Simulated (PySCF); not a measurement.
**C7H8O: calculation against experiment**

**Measured values to compare with.**

From NIST CCCBDB Release 22 (SRD 101), experimental dipoles, for the gas: dipole moment 1.262 D.

The results are set against them at the end.

C₇H₈O.
SMILES with atom numbers: `[CH3:1][O:2][c:3]1[cH:4][cH:5][cH:6][cH:7][cH:8]1` (hydrogens: H9, H10, H11 on C1; H12 on C4; H13 on C5; H14 on C6; H15 on C7; H16 on C8)

Geometry (GFN2-xTB, Å), atoms numbered from 1 in this order:
```xyz
16
C7H8O angstrom
C     -2.678    0.144   -0.212
O     -1.599   -0.564   -0.770
C     -0.339   -0.285   -0.328
C      0.687   -1.024   -0.919
C      1.998   -0.819   -0.544
C      2.310    0.124    0.424
C      1.295    0.856    1.010
C     -0.027    0.658    0.644
H     -3.570   -0.240   -0.706
H     -2.760   -0.030    0.866
H     -2.596    1.219   -0.400
H      0.426   -1.752   -1.671
H      2.782   -1.399   -1.007
H      3.336    0.285    0.717
H      1.526    1.593    1.765
H     -0.797    1.243    1.122
```

Runs made with PySCF (gas phase, on this GFN2-xTB geometry; no spin–orbit coupling):

```json
{"level": "B3LYP/pcJ-1", "job": "spin–spin couplings from 15 perturbed nuclei, spin–dipole term left out", "basis functions": "296", "wall time": "63 s"}
```

Hardware: an Arm Neoverse V1 with one thread, on a shared host.

**Comparison with experiment**

**Dipole moment.** Measured: 1.262 D (NIST CCCBDB Release 22 (SRD 101), experimental dipoles).

```json
{"level": "B3LYP/pcJ-1", "computed (D)": "1.382", "computed − measured (D)": "+0.120", "% (from the printed values)": "+10"}
```

The computed dipoles belong to one fixed geometry; measured ones are averaged over vibrations unless marked μe. Magnitudes are compared, not signs.

The geometry is computed, not the measured one. Where a level misses, the cause wasn't examined.
